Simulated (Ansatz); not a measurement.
Start from Ta in the bcc (W type) structure (space group Im-3m, No. 229).

```yaml
crystal:
  lattice:
    - [-1.65979, 1.65979, 1.65979]
    - [1.65979, -1.65979, 1.65979]
    - [1.65979, 1.65979, -1.65979]
  atoms:
    - { symbol: Ta, position: [0.00000, 0.00000, 0.00000] }
```

Level of theory: PBE (Ansatz, a first-principles code), no SOC.

One thing is altered: full substitution Ta → W, then cell and atoms are relaxed.

Measured lattice parameter a: Ta 3.299 Å (static lattice; corrected from measurement; as listed in Daniel Mejia-Rodriguez, S. B. Trickey, Phys. Rev. B (2018)); W 3.16 Å (static lattice; corrected from measurement; as listed in Daniel Mejia-Rodriguez, S. B. Trickey, Phys. Rev. B (2018)).

### Question
How well does PBE reproduce the measured shift?

### Answer
With PBE the lattice parameter a moves by -0.136 Å (3.320 → 3.184) against -0.139 Å measured.

Stability against distortions was not tested. The final runs are not spin-polarised.
